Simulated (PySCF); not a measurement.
# PBE0/aug-cc-pVDZ run of AlH (SMILES [AlH])

What is the vertical singlet–triplet gap of AlH at PBE0/aug-cc-pVDZ? Input form: a Python script.

The results are computed with PySCF 2.14.0.

5 further runs of the same task are left out: 5 set aside as unsound or not needed.

### 1 The molecule

AlH: 2 atoms, total charge 0, spin state singlet. SMILES: `[AlH]`. The shape comes from GFN2-xTB, which is rough for such elements, and wasn't checked as a minimum.

Bond lengths: Al1–H2 1.613 Å.

### 2 The energy at PBE0/aug-cc-pVDZ

Contents of input.xyz:

```xyz
2
AlH
Al     0.000000     0.000000     0.000000
H      0.000000     0.000000     1.613470
```

Contents of input.py:

```python
# AlH
from pyscf import gto, dft

mol = gto.M(
    atom='input.xyz',
    max_memory=1860,
    verbose=3,
    basis='aug-cc-pvdz',
)

mf = dft.RKS(mol)
mf.xc = 'pbe0'
mf.conv_tol = 1e-10
mf.grids.level = 5
mf.kernel()
if not mf.converged:
    mf = mf.newton().run(mf.mo_coeff, mf.mo_occ)

e_tot = mf.e_tot
print('E(%s) = %.9f' % ('PBE0', e_tot))
```

Run with:

```bash
$ OMP_NUM_THREADS=1 python input.py
```

Standard output:

```text
converged SCF energy = -242.853861654015
E(PBE0) = -242.853861654
```

Run time: 1.6 s. Hardware: 1 thread of Arm Neoverse V1, shared host; peak memory 0.21 GiB.

### 3 The triplet, same level

Contents of run.py:

```python
from pyscf import gto, dft

mol = gto.Mole()
mol.atom = 'Al 0.000000 0.000000 0.000000; H 0.000000 0.000000 1.613470'
mol.spin = 2
mol.basis = 'aug-cc-pvdz'
mol.verbose = 4
mol.max_memory = 1860
mol.charge = 0
mol.build()

mf = dft.UKS(mol, xc='pbe0')
mf.conv_tol = 1e-10
mf.grids.level = 5
mf.kernel()
if not mf.converged:
    mf = mf.newton().run(mf.mo_coeff, mf.mo_occ)

e_tot = mf.e_tot
print('Final energy', e_tot)
```

Run with:

```bash
$ OMP_NUM_THREADS=1 python run.py
```

Standard output:

```text
PySCF version 2.14.0

[INPUT] num. atoms = 2
[INPUT] num. electrons = 14
[INPUT] charge = 0
[INPUT] spin (= nelec alpha-beta = 2S) = 2
[INPUT] symmetry False subgroup None
[INPUT] Mole.unit = angstrom
[INPUT] Symbol           X                Y                Z      unit          X                Y                Z       unit  Magmom
[INPUT]  1 Al     0.000000000000   0.000000000000   0.000000000000 AA    0.000000000000   0.000000000000   0.000000000000 Bohr   0.0
[INPUT]  2 H      0.000000000000   0.000000000000   1.613470000000 AA    0.000000000000   0.000000000000   3.049016410202 Bohr   0.0

nuclear repulsion = 4.26367006635388
number of shells = 13
number of NR pGTOs = 61
number of NR cGTOs = 36
basis = aug-cc-pvdz
ecp = {}

[... 31 lines left out ...]
[... the frontier-level lines of each cycle are left out ...]
[... 3 lines left out ...]
[... 38 lines left out ...]
converged SCF energy = -242.794037622634  <S^2> = 2.0036469  2S+1 = 3.0024303
Final energy -242.79403762263385
```

Wall time 2.7 s (1 thread of Arm Neoverse V1, shared host); peak memory 0.22 GiB.

### 4 Summary of results

At PBE0/aug-cc-pVDZ:

```
                                        quantity          value
                           singlet: total energy  -242.85386 Eh
                          singlet: dipole moment         0.13 D
                            singlet: HOMO energy       -5.79 eV
                            singlet: LUMO energy       -1.84 eV
                          singlet: HOMO–LUMO gap        3.96 eV
                           triplet: total energy  -242.79404 Eh
                          triplet: dipole moment         0.53 D
     triplet: HOMO energy (highest over α and β)       -4.27 eV
      triplet: LUMO energy (lowest over α and β)       -3.54 eV
                                   triplet: ⟨S²⟩          2.004
vertical energy of the triplet above the singlet       1.628 eV
```

What this shows: At this shape the triplet lies 1.63 eV (38 kcal/mol) above the singlet.
